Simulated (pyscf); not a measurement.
Optimised with ωB97X-D3(BJ)/def2-SVP in PySCF. MP2 and CC: frozen core, UHF for open shells. ΔMP2 is the change of the MP2 total energy from the triple- to the quadruple-zeta basis.

Q: PBE/def2-TZVP puts the barrier of O=B–OH + methane (CH₄) → H₃C–B(OH)–OH (addition across a multiple bond or ene-type step; singlet surface; C–H broken, B–C, H–O formed) at 161.6 kJ/mol and the reaction energy at -93.6 kJ/mol, from the separated reactants. What do PBE0-D3(BJ)/def2-TZVP, M06-2X/def2-TZVP, CCSD(T)/def2-TZVPP + ΔMP2(QZVPP) give on the same structures?

A: PBE0-D3(BJ): ΔE‡ = 166.6 kJ/mol, ΔE = -113.8 kJ/mol; M06-2X: ΔE‡ = 184.8 kJ/mol, ΔE = -107.2 kJ/mol; CCSD(T): ΔE‡ = 192.0 kJ/mol, ΔE = -104.3 kJ/mol. PBE's barrier lies under all of them, by 5.0 to 30.5 kJ/mol. Its reaction energy lies over all of them, by 10.6 to 20.2 kJ/mol. On the product side the descent ends in a point that may be a rotor saddle (no frequency run), 9.1 kJ/mol over the lowest minimum found and 285.2 kJ/mol under the saddle at ωB97X-D3(BJ)/def2-TZVP. This is the saddle that the search found; another between the same sides may lie lower. The CCSD(T) − MP2 part came from Ansatz, without density fitting, on the same reference.
